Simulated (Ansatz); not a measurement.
Structure relaxation of Zn2As

The calculation used DFT r2SCAN, scalar-relativistic, plane waves, PAW in Ansatz. Cutoff 500 eV, Γ-centred k mesh, Gaussian smearing, no spin polarisation in the final step.

This is the end of a relaxation of cell and atoms.

```
Zn As
1.0
     0.00000    3.66716    3.66716
     3.66716    0.00000    3.66716
     3.66716    3.66716    0.00000
Zn As
4 2
Direct
  0.12500 0.12500 0.12500
  0.62500 0.12500 0.12500
  0.12500 0.12500 0.62500
  0.12500 0.62500 0.12500
  0.50000 0.50000 0.50000
  0.75000 0.75000 0.75000
```

Formation energies are uncorrected and refer to the elements' standard structures at the same level.

Task: What space group does it have?

Result: Fd-3m (No. 227). Conventional cell: a = 7.334 Å. Zn has 6 Zn at 2.59 Å and 6 As at 3.04 Å; As is coordinated by 12 Zn at 3.04 Å and 4 As at 3.18 Å.

Task: How far does it lie from the elements in energy?

Result: 0.31 eV/atom.

Task: Is it a metal?

Result: Yes, bands cross the Fermi level on the 10×10×10 mesh.

The final run used a 10×10×10 mesh on its 6-atom cell and 0.10 eV smearing. The k mesh leaves about 4 meV/atom of noise in metals. The cell came from a trial start, so Zn2As may not exist in this structure.

Cost: 2 runs of about 1.4 core-minutes in all, on Arm Neoverse V2 (shared hosts).